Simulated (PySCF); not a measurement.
# Silicon: a sound run and one with changed settings

Sound run: Si [Ne] 3s2 3p2, Si⁺ [Ne] 3s2 3p1. All numbers are calculated (PySCF 2.14, scalar relativity by spin-free X2C-1e, in cc-pVTZ-DK (5s4p2d1f, 34 functions)). The sound run starts from symmetry-adapted Hartree-Fock orbitals and uses a fine grid where one is needed.

Changed run: radial step 0.8 in ln r (0.13 in the sound run). This setting is unsound on purpose.

```
species  method  sound run (hartree)  changed run (hartree)  converged
     Si     UHF           -289.45898             -289.45898        yes
     Si     PBE           -289.83670             -289.84010        yes
     Si   B3LYP           -290.00507             -290.01657        yes
    Si⁺     UHF           -289.17859             -289.17859        yes
    Si⁺     PBE           -289.53606             -289.53160        yes
    Si⁺   B3LYP           -289.70736             -289.70931        yes
```

Ionisation energy of Si:

```
method  sound run (eV)  changed run (eV)
   UHF           7.630             7.630
   PBE           8.181             8.395
 B3LYP           8.101             8.361
```

A coarse radial grid mis-integrates the density and the exchange-correlation energy, with errors of either sign; Hartree-Fock needs no grid.

For comparison, NIST gives 8.152 eV between the lowest levels.
